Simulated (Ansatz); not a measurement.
**Atomization energy of Cl2, singlet, from cheap to dear**

Geometry (MP2(full)/6-31G*, from the G2/97 set):

```
atom   x (Å)   y (Å)   z (Å)
  Cl  0.0000  0.0000  0.0000
  Cl  0.0000  0.0000  2.0151
```

Measured, as an electronic atomization energy: 57.9 kcal/mol (G2/97 heats of formation of molecule and atoms, with zero-point and thermal terms from B3LYP taken off; Curtiss et al., J. Chem. Phys. 106, 1063 (1997), Staroverov et al., J. Chem. Phys. 119, 12129 (2003)). The measured value holds scalar relativity and spin–orbit coupling, which all computed ones lack, and core correlation, which the wave-function levels lack. Atoms are taken at the same level; beside RHF, RMP2 and RCC rows they are unrestricted. The atoms' steps beyond CCSDT(Q) are taken from restricted open-shell runs, which share full CI's core. Ansatz 0.2.0; the 6-31G* set has Cartesian d functions; a miss is computed less measured; times are wall times on shared hosts and scatter by a factor of two or so. A small miss in a small set is a cancellation of the method's error against the basis error.

```
                 level        basis  miss (kcal/mol)  time of the run              hardware
               full CI       STO-3G            -21.2           0.12 s          1 CPU thread
                RCCSDT       STO-3G            -21.2           0.15 s          1 CPU thread
                   PBE       STO-3G              4.0           0.21 s          1 CPU thread
                  CISD        6-31G            -47.8            0.3 s          1 CPU thread
               BCCD(T)        6-31G            -45.1           0.31 s          1 CPU thread
              RCCSD(T)       6-31G*            -17.5           0.41 s          1 CPU thread
                 SPW92  cc-pV(T+d)Z             24.7           0.43 s          1 CPU thread
                  PBE0       6-31G*             -6.9           0.46 s          1 CPU thread
              PBE-QIDH        6-31G            -39.3           0.46 s          1 CPU thread
                B2PLYP        6-31G            -37.8           0.46 s          1 CPU thread
                   PBE  cc-pV(D+d)Z              3.9           0.49 s          1 CPU thread
               RPA-PBE        6-31G            -62.2           0.49 s          1 CPU thread
                  PBE0        6-31G            -29.3           0.58 s          1 CPU thread
                  BLYP  cc-pV(T+d)Z              0.0           0.58 s          1 CPU thread
                   PBE  cc-pV(T+d)Z              7.5           0.64 s          1 CPU thread
              PBE-QIDH       6-31G*            -13.3           0.64 s          1 CPU thread
               RPA-PBE  cc-pV(D+d)Z            -26.1            0.7 s          1 CPU thread
                  PBE0  cc-pV(D+d)Z             -3.1           0.71 s          1 CPU thread
               wB97M-V       STO-3G              0.8           0.76 s          1 CPU thread
                   PBE  cc-pV(Q+d)Z              7.8           0.91 s          1 CPU thread
               RPA-PBE  cc-pV(T+d)Z            -14.1           0.92 s          1 CPU thread
                r2SCAN  cc-pV(D+d)Z             -2.1              1 s          1 CPU thread
               RCCSDTQ       STO-3G            -21.2              1 s          1 CPU thread
                B97M-V        6-31G            -27.0              1 s          1 CPU thread
NEVPT2 (valence space)  cc-pV(D+d)Z            -11.2            1.1 s          1 CPU thread
              PBE-QIDH  cc-pV(D+d)Z             -9.4            1.1 s          1 CPU thread
               wB97M-V        6-31G            -29.4            1.1 s          1 CPU thread
             RCCSDT(Q)        6-31G            -44.9            1.1 s          1 CPU thread
              PBE-QIDH  cc-pV(T+d)Z             -1.7            1.3 s          1 CPU thread
                  PBE0  cc-pV(Q+d)Z              1.6            1.3 s          1 CPU thread
                B97M-V  cc-pV(D+d)Z             -1.8            1.4 s          1 CPU thread
               r2SCAN0  cc-pV(T+d)Z             -3.7            1.6 s          1 CPU thread
                B97M-V  cc-pV(T+d)Z              2.5            1.7 s          1 CPU thread
               wB97M-V       6-31G*             -5.7            1.7 s          1 CPU thread
               wB97X-V  cc-pV(T+d)Z              0.1            1.9 s          1 CPU thread
                  CISD  cc-pV(T+d)Z            -25.9            4.9 s          1 CPU thread
             RCCSDT(Q)  cc-pV(T+d)Z             -4.5             12 s  H100 + 2 CPU threads
               RCCSDTQ       6-31G*            -17.2             13 s  H100 + 2 CPU threads
               RCCSDTQ  cc-pV(D+d)Z            -14.2             22 s  H100 + 2 CPU threads
                CISDTQ       6-31G*            -18.2             80 s  H100 + 2 CPU threads
```

The smallest set from which on each level stays within 1 kcal/mol of its own cc-pV(Q+d)Z value (sets in order of size: STO-3G, 6-31G, 6-31G*, cc-pV(D+d)Z, cc-pV(T+d)Z, cc-pV(Q+d)Z): RHF cc-pV(T+d)Z; PBE cc-pV(T+d)Z; r2SCAN cc-pV(T+d)Z; B3LYP cc-pV(T+d)Z; wB97M-V cc-pV(T+d)Z; B2PLYP none (cc-pV(T+d)Z is 1.3 kcal/mol off); RMP2 none (cc-pV(T+d)Z is 3.6 kcal/mol off); RCCSD(T) none (cc-pV(T+d)Z is 3.4 kcal/mol off).
